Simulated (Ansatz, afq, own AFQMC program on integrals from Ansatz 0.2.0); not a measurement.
# BNH₄ (singlet): quantum Monte Carlo beside coupled cluster at distance B1–N2 = 1.930 Å, 6-31G

Aim: compute BNH₄ (singlet) with auxiliary-field quantum Monte Carlo on the same integrals as coupled cluster, and set the energies side by side.

The runs use Ansatz 0.2.0, Gaussian basis, and an in-house AFQMC program (afq) on its integrals; all values are calculated; 6-31G, frozen cores.

The runs, in order: PBE (unrestricted); r2SCAN (unrestricted); PBE0 (unrestricted); B3LYP (unrestricted); wB97M-V (unrestricted); B2PLYP (unrestricted); CCSD(T) on RHF; CCSDT(Q) on RHF; Phaseless AFQMC, CISD trial on RHF; Free-projection AFQMC, CISD trial on RHF; UHF.

4 further runs of the same task are left out: 4 that didn't finish.

## 1. The system

The geometry derives from a PBE0/def2-TZVP stationary point (not a proven minimum). One bond is set to the value named and the two fragments are kept rigid.

6 atoms, charge 0, spin multiplicity 1.

Atoms are counted from 1 here; the program's logs count them from 0.

Bond lengths: B1–H3 1.197 Å, B1–H4 1.197 Å, N2–H5 1.006 Å, N2–H6 1.006 Å. Angles: H3–B1–H4 122.0°, H5–N2–H6 113.5°.

As a file:

```xyz
6
charge 0, multiplicity 1
B     0.0000    0.0000    1.0699
N     0.0000    0.0000   -0.8601
H     0.0000    1.0469    1.6503
H     0.0000   -1.0469    1.6503
H     0.0000    0.8414   -1.4114
H     0.0000   -0.8414   -1.4114
```

## 2. PBE (unrestricted)

File in.yaml:

```yaml
crystal:
  periodic: [false, false, false]
  atoms:
    - {symbol: B, position_ang: [0.000000, 0.000000, 1.069857]}
    - {symbol: N, position_ang: [0.000000, 0.000000, -0.860143]}
    - {symbol: H, position_ang: [0.000000, 1.046904, 1.650272]}
    - {symbol: H, position_ang: [0.000000, -1.046904, 1.650272]}
    - {symbol: H, position_ang: [0.000000, 0.841351, -1.411402]}
    - {symbol: H, position_ang: [0.000000, -0.841351, -1.411402]}
basis:
  gaussian: {orbitals: 6-31G}
magnetization: {spin_polarized: true, initial_magnetization: 0}
hamiltonian: {xc: {name: PBE}}
output: {orbitals: {seedname: orbitals}}
```

Command:

```bash
ansatz run in.yaml --threads 1 --pin off --events-out ev --progress --plain --max-ram 1382MiB
```

The program printed:

```text
Functional definition: PBE
  name "PBE"
  cite "Perdew, Burke & Ernzerhof, Phys. Rev. Lett. 77, 3865 (1996) doi:10.1103/PhysRevLett.77.3865"
  parent pbe
  parameter kappa = 0.804
  parameter beta = 0.06672455060314922
  exchange = pbe_x(kappa = kappa, mu = beta*pi^2/3)
  correlation = pbe_c(beta = beta)
386 factors; integrals over basis functions are off by at most 2.7e-4 eV
mean field evaluation 1: about -2218.6654 eV, gradient 4.1e1 eV
mean field evaluation 2: about -2157.8145 eV, gradient 9.0e1 eV
mean field evaluation 4: about -2225.7646 eV, gradient 5.6e0 eV
mean field evaluation 8: about -2225.9128 eV, gradient 2.5e-2 eV
mean field -2225.91276299 eV, -81.8007852619 hartree, gradient 1.2e-5 eV, S^2 0.000000; 0 other end points of the search recorded, 0 dependent functions left out
reference -2225.91278508 eV, -81.8007860739 hartree; 8, 8 occupied and 18, 18 virtual orbitals, 386 factors
Total energy: -2225.91278508 eV, -81.8007860739 hartree
```

Wall time 0.57 s (1 thread of Arm Neoverse V2, shared host).

From the report: ⟨S²⟩ of the determinant 0.000 (pure singlet: 0.00).

## 3. r2SCAN (unrestricted)

in.yaml, as its differences from that of step 2:

```diff
@@ -12,3 +12,2 @@
 magnetization: {spin_polarized: true, initial_magnetization: 0}
-hamiltonian: {xc: {name: PBE}}
-output: {orbitals: {seedname: orbitals}}
+hamiltonian: {xc: {name: r2SCAN}}
```

Launched as before.

The program printed:

```text
Functional definition: r2SCAN
  name "r2SCAN"
  cite "Furness, Kaplan, Ning, Perdew & Sun, J. Phys. Chem. Lett. 11, 8208 (2020) doi:10.1021/acs.jpclett.0c02405"
  cite "Furness, Kaplan, Ning, Perdew & Sun, J. Phys. Chem. Lett. 11, 9248 (2020) doi:10.1021/acs.jpclett.0c03077"
  parent r2scan
  parameter k0 = 0.174
  parameter k1 = 0.065
  parameter a1 = 4.9479
  exchange = r2scan_x(k0 = k0, k1 = k1, a1 = a1)
  correlation = r2scan_c
386 factors; integrals over basis functions are off by at most 2.7e-4 eV
mean field evaluation 1: about -2221.5171 eV, gradient 3.7e1 eV
mean field evaluation 2: about -2171.1831 eV, gradient 8.4e1 eV
mean field evaluation 4: about -2227.4546 eV, gradient 3.9e0 eV
mean field evaluation 8: about -2227.5210 eV, gradient 1.2e-2 eV
mean field evaluation 16: about -2227.4230 eV, gradient 1.9e0 eV
mean field -2227.52098720 eV, -81.8598864116 hartree, gradient 6.3e-6 eV, S^2 0.000000; 1 other end points of the search recorded, 0 dependent functions left out
reference -2227.52099313 eV, -81.8598866297 hartree; 8, 8 occupied and 18, 18 virtual orbitals, 386 factors
Total energy: -2227.52099313 eV, -81.8598866297 hartree
```

Run time: 1.3 s. Hardware: 1 thread of Arm Neoverse V2, shared host.

From the report: ⟨S²⟩ of the determinant 0.000 (pure singlet: 0.00).

## 4. PBE0 (unrestricted)

in.yaml, as its differences from that of step 3:

```diff
@@ -12,2 +12,3 @@
 magnetization: {spin_polarized: true, initial_magnetization: 0}
-hamiltonian: {xc: {name: r2SCAN}}
+hamiltonian: {xc: {name: PBE0}}
+output: {orbitals: {seedname: orbitals}}
```

Launched as before.

The program printed:

```text
Functional definition: PBE0
  name "PBE0"
  cite "Adamo & Barone, J. Chem. Phys. 110, 6158 (1999) doi:10.1063/1.478522"
  cite "Perdew, Burke & Ernzerhof, Phys. Rev. Lett. 77, 3865 (1996) doi:10.1103/PhysRevLett.77.3865"
  parent pbe
  parameter a = 0.25
  parameter kappa = 0.804
  parameter beta = 0.06672455060314922
  exchange = (1 - a)*pbe_x(kappa = kappa, mu = beta*pi^2/3) + a*exact_x
  correlation = pbe_c(beta = beta)
386 factors; integrals over basis functions are off by at most 2.7e-4 eV
mean field evaluation 1: about -2221.1226 eV, gradient 3.4e1 eV
mean field evaluation 2: about -2186.3349 eV, gradient 7.7e1 eV
mean field evaluation 4: about -2226.0443 eV, gradient 2.3e0 eV
mean field evaluation 8: about -2226.0606 eV, gradient 1.3e-2 eV
mean field -2226.06063149 eV, -81.8062193291 hartree, gradient 8.6e-5 eV, S^2 0.000000; 0 other end points of the search recorded, 0 dependent functions left out
reference -2226.06064830 eV, -81.8062199470 hartree; 8, 8 occupied and 18, 18 virtual orbitals, 386 factors
Total energy: -2226.06064830 eV, -81.8062199470 hartree
```

Wall time 0.57 s (1 thread of Arm Neoverse V2, shared host).

From the report: ⟨S²⟩ of the determinant 0.000 (pure singlet: 0.00).

## 5. B3LYP (unrestricted)

in.yaml, as its differences from that of step 4:

```diff
@@ -12,3 +12,2 @@
 magnetization: {spin_polarized: true, initial_magnetization: 0}
-hamiltonian: {xc: {name: PBE0}}
-output: {orbitals: {seedname: orbitals}}
+hamiltonian: {xc: {name: B3LYP}}
```

Same command.

The program printed (excerpt; [...] marks lines left out):

```text
Functional definition: B3LYP
  name "B3LYP"
  cite "Stephens, Devlin, Chabalowski & Frisch, J. Phys. Chem. 98, 11623 (1994) doi:10.1021/j100096a001"
  cite "Becke, Phys. Rev. A 38, 3098 (1988) doi:10.1103/PhysRevA.38.3098"
  cite "Lee, Yang & Parr, Phys. Rev. B 37, 785 (1988) doi:10.1103/PhysRevB.37.785"
  cite "Vosko, Wilk & Nusair, Can. J. Phys. 58, 1200 (1980) doi:10.1139/p80-159"
[...]
386 factors; integrals over basis functions are off by at most 2.7e-4 eV
[...]
mean field -2229.30676055 eV, -81.9255123717 hartree, gradient 1.3e-5 eV, S^2 0.000000; 0 other end points of the search recorded, 0 dependent functions left out
reference -2229.30693582 eV, -81.9255188127 hartree; 8, 8 occupied and 18, 18 virtual orbitals, 386 factors
Total energy: -2229.30693582 eV, -81.9255188127 hartree
```

It took 0.6 s on 1 thread of Arm Neoverse V2, shared host.

From the report: ⟨S²⟩ of the determinant 0.000 (pure singlet: 0.00).

## 6. wB97M-V (unrestricted)

in.yaml, as its differences from that of step 5:

```diff
@@ -12,2 +12,3 @@
 magnetization: {spin_polarized: true, initial_magnetization: 0}
-hamiltonian: {xc: {name: B3LYP}}
+hamiltonian: {xc: {name: wB97M-V}}
+output: {orbitals: {seedname: orbitals}}
```

Same command.

The program printed (excerpt; [...] marks lines left out):

```text
Functional definition: wB97M-V
  name "wB97M-V"
  cite "Mardirossian & Head-Gordon, J. Chem. Phys. 144, 214110 (2016) doi:10.1063/1.4952647"
  cite "Becke, J. Chem. Phys. 107, 8554 (1997) doi:10.1063/1.475007"
  cite "Vydrov & Van Voorhis, J. Chem. Phys. 133, 244103 (2010) doi:10.1063/1.3521275"
  # Of w^i u^j: cxij and so on, Table III.
[...]
  gx(w, u) = 1 - cx + cx01*u + cx10*w
  gss(w, u) = css00 + css04*u^4 + css10*w + css20*w^2 + css43*w^4*u^3
  gos(w, u) = cos00 + cos10*w + (cos20 + cos21*u)*w^2 + (cos60 + cos61*u)*w^6
[...]
      + integral(e_c_pw_mod_opposite_spin*gos(b97_w_opposite, b97_u_opposite)) + vv10(b, c)
386 factors; integrals over basis functions are off by at most 2.7e-4 eV
130 factors; integrals over basis functions are off by at most 5.5e-6 eV
[...]
mean field -2227.65157186 eV, -81.8646853095 hartree, gradient 1.3e-5 eV, S^2 0.000000; 0 other end points of the search recorded, 0 dependent functions left out
reference -2227.65159620 eV, -81.8646862038 hartree; 8, 8 occupied and 18, 18 virtual orbitals, 386 factors
Total energy: -2227.65159620 eV, -81.8646862038 hartree
```

It took 2.5 s on 1 thread of Arm Neoverse V2, shared host.

From the report: ⟨S²⟩ of the determinant 0.000 (pure singlet: 0.00).

## 7. B2PLYP (unrestricted)

in.yaml, as its differences from that of step 6:

```diff
@@ -12,3 +12,3 @@
 magnetization: {spin_polarized: true, initial_magnetization: 0}
-hamiltonian: {xc: {name: wB97M-V}}
-output: {orbitals: {seedname: orbitals}}
+hamiltonian: {xc: {name: B2PLYP}}
+correlation: {electrons: outside_noble_gas}
```

Launched as before.

The program printed (excerpt; [...] marks lines left out):

```text
Functional definition: B2PLYP
  name "B2PLYP"
  cite "Grimme, J. Chem. Phys. 124, 034108 (2006) doi:10.1063/1.2148954"
  cite "Becke, Phys. Rev. A 38, 3098 (1988) doi:10.1103/PhysRevA.38.3098"
  cite "Lee, Yang & Parr, Phys. Rev. B 37, 785 (1988) doi:10.1103/PhysRevB.37.785"
[...]
386 factors; integrals over basis functions are off by at most 2.7e-4 eV
[...]
mean field -2223.90360470 eV, -81.7269500568 hartree, gradient 2.9e-6 eV, S^2 0.000000; 1 other end points of the search recorded, 0 dependent functions left out
2 core orbitals not correlated: weight in the atoms' cores, before any rotation towards them, 1.000 or more for the frozen orbitals, at most 0.000 for the correlated occupied ones
reference -2223.90371839 eV, -81.7269542349 hartree; 6, 6 occupied and 18, 18 virtual orbitals, 386 factors
second order -6.25373495 eV of doubles, -0.00000000 eV of singles
Total energy: -2225.59222683 eV, -81.7890057755 hartree
```

It took 0.72 s on 1 thread of Arm Neoverse V2, shared host.

From the report: ⟨S²⟩ of the determinant 0.000 (pure singlet: 0.00).

## 8. CCSD(T) on RHF

in.yaml, as its differences from that of step 7:

```diff
@@ -11,4 +11,3 @@
   gaussian: {orbitals: 6-31G}
-magnetization: {spin_polarized: true, initial_magnetization: 0}
-hamiltonian: {xc: {name: B2PLYP}}
-correlation: {electrons: outside_noble_gas}
+magnetization: {spin_polarized: false}
+correlation: {method: ccsd_t, electrons: outside_noble_gas, hamiltonian_folder: ham}
```

Same command.

The program printed (excerpt; [...] marks lines left out):

```text
Functional definition: HF
  name "HF"
  cite "Fock, Z. Phys. 61, 126 (1930) doi:10.1007/BF01340294"
  parent pbe
[...]
386 factors; integrals over basis functions are off by at most 2.7e-4 eV
[...]
mean field -2213.87514968 eV, -81.3584111321 hartree, gradient 1.2e-6 eV, S^2 0.000000; 0 other end points of the search recorded, 0 dependent functions left out
2 core orbitals not correlated: weight in the atoms' cores, before any rotation towards them, 1.000 or more for the frozen orbitals, at most 0.000 for the correlated occupied ones
reference -2213.87514968 eV, -81.3584111321 hartree; 6, 6 occupied and 18, 18 virtual orbitals, 386 factors
second order -4.73982035 eV of doubles, -0.00000000 eV of singles
cycle   1  -5.02557570 eV  change   -2.9e-1 eV  update   9.5e-2
[...]
cycle  10  -5.39531798 eV  change    9.8e-6 eV  update   6.0e-6
perturbative correction -0.16131880 eV, -0.0059283564 hartree
Total energy: -2219.43178645 eV, -81.5626137671 hartree
```

It took 0.21 s on 1 thread of Arm Neoverse V2, shared host.

From the report: correlation -5.5566 eV; T1 0.035; largest double amplitude 0.06.

This run also writes the integrals to the folder ham.

## 9. CCSDT(Q) on RHF

in.yaml, as its differences from that of step 8:

```diff
@@ -12,2 +12,2 @@
 magnetization: {spin_polarized: false}
-correlation: {method: ccsd_t, electrons: outside_noble_gas, hamiltonian_folder: ham}
+correlation: {method: ccsdt_q, electrons: outside_noble_gas}
```

Launched as before.

The program printed (excerpt; [...] marks lines left out):

```text
Functional definition: HF
  name "HF"
  cite "Fock, Z. Phys. 61, 126 (1930) doi:10.1007/BF01340294"
  parent pbe
[...]
624 factors; integrals over basis functions are off by at most 1.5e-7 eV
[...]
mean field -2213.87516303 eV, -81.3584116227 hartree, gradient 1.2e-6 eV, S^2 0.000000; 0 other end points of the search recorded, 0 dependent functions left out
2 core orbitals not correlated: weight in the atoms' cores, before any rotation towards them, 1.000 or more for the frozen orbitals, at most 0.000 for the correlated occupied ones
reference -2213.87516303 eV, -81.3584116227 hartree; 6, 6 occupied and 18, 18 virtual orbitals, 624 factors
second order -4.73988910 eV of doubles, -0.00000000 eV of singles
cycle   1  -5.02560557 eV  change   -2.9e-1 eV  update   1.0e-1
[...]
cycle  15  -5.58383070 eV  change   -2.1e-7 eV  update   4.6e-7
perturbative correction -0.02198059 eV, -0.0008077719 hartree
Total energy: -2219.48097432 eV, -81.5644213880 hartree
```

Run time: 1.3 s. Hardware: 1 thread of Arm Neoverse V2, shared host.

From the report: correlation -5.6058 eV; T1 0.037; largest double amplitude 0.09.

## 10. Phaseless AFQMC, CISD trial on RHF

It reads the integrals that the CCSD(T) run on this determinant wrote.

Command:

```bash
afq ham --method phaseless --trial cisd --walkers 70 --populations 1 --least-time 40 --time-step 0.005 --steps-per-block 50 --equilibration-blocks 40 --max-blocks 300 --target-error 0.00084 --factor-cut 1e-05 --seed 406 --release-times 0.24,0.51,0.99,1.62,2.4 --release-step 0.03 --release-every 4 --taylor-order 6
```

The program printed:

```text
orbitals 24  electrons 6 6  factors 167 of 386
reference energy -81.35841113 Eh
CCSD correlation -0.19827441 Eh in 11 cycles, weight of the determinant in the CISD state 0.8822
energy of the start -81.556685 Eh
 block  time / (1/Eh)  mean weight  energy / Eh
     1     0.250  0.9992  -81.554142
     2     0.500  0.9976  -81.559442
     3     0.750  0.9999  -81.557088
     4     1.000  1.0011  -81.558589
     5     1.250  1.0004  -81.556357
     6     1.500  1.0007  -81.557722
     7     1.750  0.9991  -81.560426
     8     2.000  0.9998  -81.557968
     9     2.250  0.9984  -81.561542
    10     2.500  0.9996  -81.566035
    17     4.250  1.0005  -81.560204
    25     6.250  0.9996  -81.563850
    33     8.250  0.9995  -81.572602
    41    10.250  0.9998  -81.569490
    49    12.250  0.9993  -81.562986
    57    14.250  0.9999  -81.560438
    65    16.250  0.9994  -81.560578
    73    18.250  1.0002  -81.560818
    81    20.250  0.9985  -81.570473
    89    22.250  0.9991  -81.564702
    97    24.250  0.9992  -81.563729
   105    26.250  1.0023  -81.562252
   113    28.250  1.0011  -81.573298
   121    30.250  1.0012  -81.562400
   129    32.250  0.9990  -81.558768
   137    34.250  0.9976  -81.556050
   145    36.250  1.0000  -81.564530
   153    38.250  1.0001  -81.580627
   161    40.250  1.0004  -81.559634
   169    42.250  0.9992  -81.560514
   177    44.250  1.0003  -81.553858
   185    46.250  1.0008  -81.572829
   193    48.250  1.0009  -81.564456
   201    50.250  1.0010  -81.572034
   209    52.250  1.0002  -81.560878
   217    54.250  0.9999  -81.564195
   225    56.250  0.9997  -81.561357
   233    58.250  1.0004  -81.561594
   241    60.250  0.9992  -81.563054
   249    62.250  0.9992  -81.568174
   257    64.250  0.9988  -81.561948
   265    66.250  1.0014  -81.572762
   273    68.250  1.0001  -81.558318
   281    70.250  0.9997  -81.566204
   289    72.250  0.9990  -81.562384
   297    74.250  1.0007  -81.572008
   305    76.250  0.9996  -81.562212
   313    78.250  1.0012  -81.567023
   321    80.250  1.0007  -81.565628
   329    82.250  0.9987  -81.557730
   337    84.250  1.0017  -81.570338
blocks merged  error / Eh  count
     1  0.000542  300
     2  0.000647  150
     4  0.000733  75
     8  0.000825  37
    16  0.000840  18
    32  0.000909  9
released: time / (1/Eh)  energy / Eh  error  mean overlap
  0.24  -81.564416  0.000804  0.9994
  0.51  -81.565026  0.000616  0.9948
  0.99  -81.564692  0.000552  0.9865
  1.62  -81.564023  0.000684  0.9895
  2.40  -81.565177  0.000810  0.9708
energy -81.565023 +/- 0.000840 Eh
```

Wall time 86 s (1 thread of Arm Neoverse V2, shared host).

Energy -2219.4973 ± 0.0229 eV. Caveats: constraint bias not in the error.

## 11. Free-projection AFQMC, CISD trial on RHF (settings varied)

It reads the integrals that the CCSD(T) run on this determinant wrote.

Command:

```bash
afq ham --method free --trial cisd --walkers 20 --time-step 0.05 --max-blocks 30 --target-error 0.00168 --factor-cut 1e-05 --seed 6486 --times 0,2,5,8,12 --taylor-order 6
```

The program printed:

```text
orbitals 24  electrons 6 6  factors 167 of 386
reference energy -81.35841113 Eh
CCSD correlation -0.19827441 Eh in 11 cycles, weight of the determinant in the CISD state 0.8822
repeat  energy at the last time / Eh  error
    10  -81.515626  0.078440
    20  -81.537232  0.024267
    30  -81.540449  0.009754
time / (1/Eh)  energy / Eh  error  mean overlap
  0.00  -81.558040  0.001259  1.1390
  2.00  -81.563489  0.001675  1.0803
  5.00  -81.570186  0.003755  1.0584
  8.00  -81.555152  0.005594  1.3547
 12.00  -81.540449  0.009754  1.3990
energy -81.540449 +/- 0.009754 Eh
```

It took 4.8 s on 1 thread of Arm Neoverse V2, shared host.

Energy -2218.8287 ± 0.2654 eV. The run doesn't count as converged. Caveats: remainder of the start not in the error; error above the target.

## 12. UHF

in.yaml, as its differences from that of step 9:

```diff
@@ -11,3 +11,4 @@
   gaussian: {orbitals: 6-31G}
-magnetization: {spin_polarized: false}
-correlation: {method: ccsdt_q, electrons: outside_noble_gas}
+magnetization: {spin_polarized: true, initial_magnetization: 0}
+hamiltonian: {xc: hf}
+output: {orbitals: {seedname: orbitals}}
```

Command:

```bash
ansatz run in.yaml --threads 1 --pin off --events-out ev --progress --plain --max-ram 1382MiB
```

The program printed:

```text
Functional definition: HF
  name "HF"
  cite "Fock, Z. Phys. 61, 126 (1930) doi:10.1007/BF01340294"
  parent pbe
  exchange = exact_x
  correlation = 0
386 factors; integrals over basis functions are off by at most 2.7e-4 eV
mean field evaluation 1: about -2211.3985 eV, gradient 2.2e1 eV
mean field evaluation 2: about -2211.3940 eV, gradient 2.2e1 eV
mean field evaluation 4: about -2213.8476 eV, gradient 1.7e0 eV
mean field evaluation 8: about -2213.8752 eV, gradient 1.8e-3 eV
mean field evaluation 16: about -2210.0620 eV, gradient 9.9e0 eV
mean field -2213.87514968 eV, -81.3584111321 hartree, gradient 1.3e-5 eV, S^2 0.000000; 0 other end points of the search recorded, 0 dependent functions left out
reference -2213.87514968 eV, -81.3584111321 hartree; 8, 8 occupied and 18, 18 virtual orbitals, 386 factors
Total energy: -2213.87514968 eV, -81.3584111321 hartree
```

It took 0.12 s on 1 thread of Arm Neoverse V2, shared host.

From the report: ⟨S²⟩ of the determinant 0.000 (pure singlet: 0.00).

## 13. AFQMC on the ladder

On the RHF determinant, counted from CCSDT(Q) (a yardstick, not exact):

```tsv
level	energy (eV)	from CCSDT(Q) (kJ/mol)	statistical error (kJ/mol)	time
HF	-2213.8751	+540.9		
MP2	-2218.6150	+83.6		
CCSD	-2219.2705	+20.3		
CCSD(T)	-2219.4318	+4.7		
CCSDT(Q)	-2219.4810	0.0		
Phaseless AFQMC, CISD trial, step 0.005, 70 walkers	-2219.4973	-1.6	2.2	86 s
```

The functionals' totals stand on their own zeros and serve differences with other points: PBE -2225.913 eV; r2SCAN -2227.521 eV; PBE0 -2226.061 eV; B3LYP -2229.307 eV; wB97M-V -2227.652 eV; B2PLYP -2225.592 eV.

## 14. Results

| quantity | value |
| --- | --- |
| CCSD(T) on RHF from CCSDT(Q) | +4.7 kJ/mol |
| Phaseless AFQMC, CISD trial on RHF from CCSDT(Q) | -1.6 ± 2.2 kJ/mol |

What this shows: On RHF the phaseless walk with the CISD trial lies -1.6 kJ/mol from CCSDT(Q), within three error bars. Error bars are statistical and leave out the constraint, the time step and what remains of the start.
